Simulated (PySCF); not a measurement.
Cartesian coordinates (Å):
```xyz
2

S      0.6831     0.0000     0.0000
H     -0.6831     0.0000     0.0000
```
Charge 0, spin multiplicity 2.

**Question.** Predict the dipole moment, highest occupied spin orbital and total energy from PySCF with TPSSh-D3(BJ)/def2-TZVP // PBE-D3(BJ)/def2-SVP.

**Answer.** 
- dipole moment: 0.88 D
- highest occupied spin orbital: -6.75 eV
- total energy: -398.7716 Ha
